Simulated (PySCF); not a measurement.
AlH⁺ at TPSS

Level: TPSS. PySCF, no relativity, basis sets Al def2-TZVPPD, H def2-TZVPPD.

* state: ²Σ⁺ (doublet), unpaired electrons σ ↑
* bond length: 1.616 Å
* harmonic wavenumber: 1674 cm⁻¹
* force constant: 1.60 mdyn/Å
* rotational constant Be: 6.643 cm⁻¹
* anharmonicity ωexe: 61.5 cm⁻¹
* vibration–rotation constant αe: 0.283 cm⁻¹
* well depth De to Al⁺ + H: 1.26 eV
* dissociation energy D0: 1.16 eV
* bond order (Mayer): 0.83
* dipole moment (positive dipole points towards H; it is taken about the centre of mass and depends on that origin): -0.36 D

For an ion De counts to the pair picked by the measured ionisation energies or electron affinities, which need not be the lowest pair at this level. The state is the lowest determinant that a PBE0 search found; another state may lie lower at other levels.
